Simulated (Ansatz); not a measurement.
## BH3, triplet in cc-pVDZ: errors against full CI

Geometry: a point of a stretch scan, not a stationary point.

```xyz
4

B    -0.1593    0.0000    0.0314
H     0.2670    0.5391   -1.0495
H     1.1748   -0.0001    1.7619
H     0.2669   -0.5391   -1.0495
```

Basis cc-pVDZ; Ansatz 0.2.0. Correlated methods freeze the noble-gas cores, which leaves 6 electrons in 28 orbitals. Prefix R: restricted or restricted open-shell reference; prefix U: unrestricted. Active spaces: valence = (6e, 7o) chosen from the atoms' valence shells; pair = (4e, 4o) about the gap.

Full CI is exact within this basis and frozen core; it isn't the basis-set limit. The frozen core follows each run's orbitals, which can shift R against U totals by a few meV.

Unrestricted rows (U) aren't spin-pure: their determinants' ⟨S²⟩ exceeds S(S+1) by up to 0.62, so they mix in states of higher spin. HF rows are the lowest solutions found. Coupled cluster chose its determinant by trial CCSD, here up to 0.07 eV above the lowest Hartree–Fock solution of its kind, and MP2 stands on that determinant too. For open shells CISD is restricted-active-space CI with the open shells as a complete middle space.

```
UHF ⟨S²⟩                            : 2.622
⟨S²⟩ of the determinant under UCCSD : 2.351
T1 diagnostic (RCCSD)               : 0.0374
largest doubles amplitude (RCCSD)   : 0.198
T1 diagnostic (UCCSD)               : 0.0928
```

| level | E − E(full CI) (kJ/mol) | share of correlation (%) | wall time |
| --- | --- | --- | --- |
| RHF | 353.2 | 0.00 | – |
| UHF | 299.2 | 15.29 | 0.12 s |
| RMP2 | 104.8 | 70.32 | – |
| UMP2 | 116.1 | 67.14 | – |
| CISD | 30.2 | 91.46 | 0.33 s |
| RCCSD | 16.4 | 95.36 | – |
| UCCSD | 15.8 | 95.53 | – |
| RCCSD(T) | 3.9 | 98.89 | 0.99 s |
| UCCSD(T) | 5.5 | 98.45 | 1.2 s |
| BCCD(T) | 4.3 | 98.78 | 0.78 s |
| RCCSDT | 0.5 | 99.87 | – |
| UCCSDT | 0.5 | 99.86 | – |
| RCCSDT(Q) | 0.1 | 99.97 | 3.2 s |
| UCCSDT(Q) | 0.0 | 100.00 | 3.5 s |
| CASSCF (pair space) | 231.3 | 34.52 | – |
| NEVPT2 (pair space) | 59.5 | 83.17 | 0.15 s |
| MRCISD (pair space) | 12.9 | 96.34 | – |
| MRCISD+Q (pair space) | 2.0 | 99.43 | 0.33 s |
| CASSCF (valence space) | 152.2 | 56.91 | – |
| NEVPT2 (valence space) | 41.2 | 88.34 | 0.63 s |
| MRCISD (valence space) | 6.0 | 98.31 | – |
| MRCISD+Q (valence space) | 1.4 | 99.61 | 1 s |

The correlation energy at full CI, counted from RHF, is -3.661 eV. That run took 22 s on 1 thread of Arm Neoverse V2, shared host over 5,365,800 determinants.

Times hold each run's SCF and search for its determinant on a shared host, so for small cases they say little of a method's own cost; they ran on 1 thread of Arm Neoverse V2. Some runs computed forces too.

The full-CI state has the irrep A'' of Cs, in the program's axes.

Natural occupations of full CI about the gap: 1.956 1.814 0.992 0.989 0.159 0.024 0.019 0.007 0.006 0.006; effectively unpaired electrons, Σ n²(2−n)², 2.21.
